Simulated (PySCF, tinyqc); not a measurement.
Inside a calculation. Method: CCSD on RHF in the sto-6g basis, for CH+, spin multiplicity 1. The lowest restricted solution is unstable here: a spin-polarised one lies 0.0085 hartree lower (PySCF). One step of it, computed by the program tinyqc.

Question. CCSD: starting amplitudes. t_ij^ab = <ij||ab> / (e_i + e_j - e_a - e_b), whose energy is MP2.

orbital energies (hartree): MO1 -11.790804, MO2 -1.136000, MO3 -0.781703, MO4 -0.251264, MO5 -0.251264, MO6 -0.081330

Two-electron integrals over orbitals (pq|rs), unique and non-zero (hartree):
```
(11|11) 3.526539    (21|11) -0.346614   (21|21) 0.055431    (22|11) 0.809811
(22|21) -0.014335   (22|22) 0.578018    (31|11) 0.118851    (31|21) -0.016835
(31|22) 0.011862    (31|31) 0.019194    (32|11) -0.095594   (32|21) 0.007391
(32|22) 0.003463    (32|31) 0.015200    (32|32) 0.110140    (33|11) 0.706880
(33|21) -0.009137   (33|22) 0.519163    (33|31) -0.005620   (33|32) -0.035980
(33|33) 0.553844    (41|41) 0.021946    (42|41) 0.026943    (42|42) 0.116562
(43|41) -0.009076   (43|42) -0.032821   (43|43) 0.035938    (44|11) 0.853375
(44|21) -0.009965   (44|22) 0.586138    (44|31) 0.003169    (44|32) -0.051499
(44|33) 0.524562    (44|44) 0.673218    (51|51) 0.021946    (52|51) 0.026943
(52|52) 0.116562    (53|51) -0.009076   (53|52) -0.032821   (53|53) 0.035938
(54|54) 0.036281    (55|11) 0.853375    (55|21) -0.009965   (55|22) 0.586138
(55|31) 0.003169    (55|32) -0.051499   (55|33) 0.524562    (55|44) 0.600655
(55|55) 0.673218    (61|11) 0.100373    (61|21) -0.018117   (61|22) -0.001520
(61|31) -0.006128   (61|32) -0.016246   (61|33) 0.009626    (61|44) 0.002660
(61|55) 0.002660    (61|61) 0.015541    (62|11) -0.163112   (62|21) 0.003242
(62|22) -0.082695   (62|31) -0.013588   (62|32) -0.014930   (62|33) -0.013508
(62|44) -0.086449   (62|55) -0.086449   (62|61) 0.009105    (62|62) 0.073672
(63|11) -0.225028   (63|21) 0.004345    (63|22) -0.085380   (63|31) 0.002500
(63|32) 0.077306    (63|33) -0.068566   (63|44) -0.122369   (63|55) -0.122369
(63|61) -0.004493   (63|62) 0.060981    (63|63) 0.146602    (64|41) -0.007018
(64|42) -0.029594   (64|43) -0.008480   (64|64) 0.019838    (65|51) -0.007018
(65|52) -0.029594   (65|53) -0.008480   (65|65) 0.019838    (66|11) 0.570292
(66|21) -0.004539   (66|22) 0.478777    (66|31) 0.011076    (66|32) 0.084248
(66|33) 0.487733    (66|44) 0.431897    (66|55) 0.431897    (66|61) -0.006577
(66|62) 0.005438    (66|63) 0.075500    (66|66) 0.615091
```

Give: Starting amplitudes; correlation energy.

Answer.

Starting amplitudes (spin orbitals 1a, 1b, ...; amplitudes related by a flip of all spins are not repeated):
```
from      to         t
3a 3b  6a 6b   -0.1047
2a 2b  4a 4b   -0.0659
2a 2b  5a 5b   -0.0659
2a 2b  6a 6b   -0.0349
2a 3b  6a 6b   -0.0347
3a 3b  4a 4b   -0.0339
3a 3b  5a 5b   -0.0339
2a 3b  4a 4b    0.0232
2a 3b  5a 5b    0.0232
1a 2b  4a 4b   -0.0022
1a 2b  5a 5b   -0.0022
1a 1b  4a 4b   -0.0010
1a 1b  5a 5b   -0.0010
1a 3b  4a 4b    0.0008
1a 3b  5a 5b    0.0008
1a 2b  6a 6b   -0.0007
1a 1b  6a 6b   -0.0007
1a 3b  6a 6b  3.62e-04
```

correlation energy = -0.043320 hartree
